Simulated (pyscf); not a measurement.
Structures and frequencies: ωB97X-D3(BJ)/def2-SVP in PySCF. Correlated levels are frozen-core, on RHF or UHF. ΔMP2 is the change of the MP2 total energy from the triple- to the quadruple-zeta basis.

Q: PBE/def2-TZVP puts the barrier of H₂N–NH₂ + GeH₂ [singlet] → H₂N–GeH₂–NH₂ (insertion; singlet surface; N–N broken, Ge–N, Ge–N formed) at 48.5 kJ/mol and the reaction energy at -329.0 kJ/mol, from the separated reactants. What do r²SCAN/def2-TZVP, ωB97M-D3(BJ)/def2-TZVP, CCSD(T)/def2-TZVPP + ΔMP2(QZVPP) give on the same structures?

A: r²SCAN: ΔE‡ = 55.0 kJ/mol, ΔE = -365.5 kJ/mol; ωB97M-D3(BJ): ΔE‡ = 135.5 kJ/mol, ΔE = -336.9 kJ/mol; CCSD(T): ΔE‡ = 71.6 kJ/mol, ΔE = -363.4 kJ/mol. PBE's barrier lies under all of them, by 6.4 to 86.9 kJ/mol. Its reaction energy lies over all of them, by 7.9 to 36.5 kJ/mol. On the reactant side the descent ends in an adduct with a Ge–N contact, 123.6 kJ/mol under the separated species and 257.4 kJ/mol under the saddle at ωB97X-D3(BJ)/def2-TZVP. What is counted as formed (Ge–N) is already present as a longer contact in the reactant adduct; forming that adduct is a step of its own. At ωB97X-D3(BJ) the barrier from the zero used here is 133.8 kJ/mol. From the product side, NH₂• + H₂N–GeH₂• lies, by one bond made or cut, 98.9 kJ/mol under this saddle at ωB97M-D3(BJ). The same reactants have a lower exit, to H₂N–NH–GeH₃ (barrier +88.4 kJ/mol at ωB97M-D3(BJ), against +135.5 kJ/mol here). One saddle was located; it need not be the lowest between these sides. One closed-shell reference is unstable to symmetry breaking; treat the single-reference values with care. The CCSD(T) − MP2 part came from Ansatz, without density fitting, on the same reference. The frozen core leaves the outer d or s,p core shells of the metals and heavy elements correlated in the MP2 and CC values, and def2-TZVPP describes them poorly, which can shift differences by a few kcal/mol. Elements up to Kr have no core potential and no relativistic terms here.
